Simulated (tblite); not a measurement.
# CH4S2 (SMILES CSS) at GFN1-xTB (GBSA water, coupling 0.002 1/fs, electronic temperature 500 K, Langevin dynamics, md temperature 100 K)

We compute molecular dynamics of CH4S2. Input form: an ASE script.

The calculation is run with tblite 0.8.0.

7 further runs of the same task are left out: 7 set aside as unsound or not needed.

## Step 1: The molecule

The species is CH4S2 (7 atoms), meant as a singlet with charge 0. As SMILES, `CSS`. All atoms were displaced at random from a relaxed shape. The run starts from this shape.

Bond lengths: C1–S2 1.810 Å, S2–S3 2.024 Å, C1–H4 1.079 Å, C1–H5 1.040 Å, C1–H6 1.080 Å, S3–H7 1.292 Å. Angles: C1–S2–S3 101.8°, S2–C1–H4 109.9°, S2–C1–H5 109.5°, S2–C1–H6 104.9°, S2–S3–H7 100.7°, H4–C1–H5 111.9°, H4–C1–H6 109.9°, H5–C1–H6 110.5°.

## Step 2: Molecular dynamics at GFN1-xTB (GBSA water, coupling 0.002 1/fs, electronic temperature 500 K, Langevin dynamics, md temperature 100 K)

The input, run.py:

```python
"""GFN1-xTB molecular dynamics with ASE"""
import json
import numpy as np
from ase import Atoms
from tblite.ase import TBLite
from ase.units import kJ, mol as mol_
from ase.units import Debye
from ase import units
from ase.md.velocitydistribution import MaxwellBoltzmannDistribution, Stationary, ZeroRotation
from ase.md.langevin import Langevin

molecule = Atoms(
    symbols=["C", "S", "S", "H", "H", "H", "H"],
    positions=[
        [-0.767776, 0.538406, -0.259046],
        [0.387936, 0.288874, 1.110894],
        [1.888754, -0.725467, 0.208875],
        [-1.161982, -0.411687, -0.584606],
        [-0.287550, 1.044154, -1.030229],
        [-1.561524, 1.144247, 0.153386],
        [1.511114, -1.943479, 0.414269],
    ],
)
start = molecule.get_positions()

molecule.calc = TBLite(
    method="GFN1-xTB",
    charge=0,
    multiplicity=1,
    mixer_damping=0.05,
    electronic_temperature=500,
    solvation=("gbsa", "water"),
    verbosity=0,
)
MaxwellBoltzmannDistribution(molecule, temperature_K=200, rng=np.random.default_rng(340))
Stationary(molecule)
ZeroRotation(molecule)
dyn = Langevin(molecule, timestep=0.5 * units.fs, temperature_K=100, friction=0.002 / units.fs, fixcm=False, rng=np.random.default_rng(340), trajectory="md.traj", logfile="-", loginterval=20)
dyn.run(600)
print(f"Energy: {molecule.get_potential_energy() / (kJ / mol_):.6f} kJ/mol")
print(f"Dipole: {np.linalg.norm(molecule.get_dipole_moment()) / Debye:.4f} D")
print("Charges:", np.round(molecule.get_charges(), 4))
print("Final positions (angstrom):")
for a in molecule:
    print(f"{a.symbol:<2} {a.x:12.6f} {a.y:12.6f} {a.z:12.6f}")
json.dump(dict(energy=molecule.get_potential_energy(), forces=molecule.get_forces().tolist(), dipole=molecule.get_dipole_moment().tolist(), charges=molecule.get_charges().tolist(),
               symbols=molecule.get_chemical_symbols(), start=start.tolist(), final=molecule.positions.tolist()), open("results.json", "w"))
```

On the command line:

```console
$ python run.py
```

What values should one expect? Wanted: potential energy of the last frame.

Answer, from the run:

Level: GFN1-xTB (GBSA water, coupling 0.002 1/fs, electronic temperature 500 K, Langevin dynamics, md temperature 100 K).

| quantity | value |
| --- | --- |
| potential energy of the last frame | -11.65785 Eh |

What this shows: The run spans only 300 fs, so it is not equilibrated: the temperature averages 112 K over its second half, against 219 K at the start, as kinetic energy flows into the vibrations of a start near a minimum.
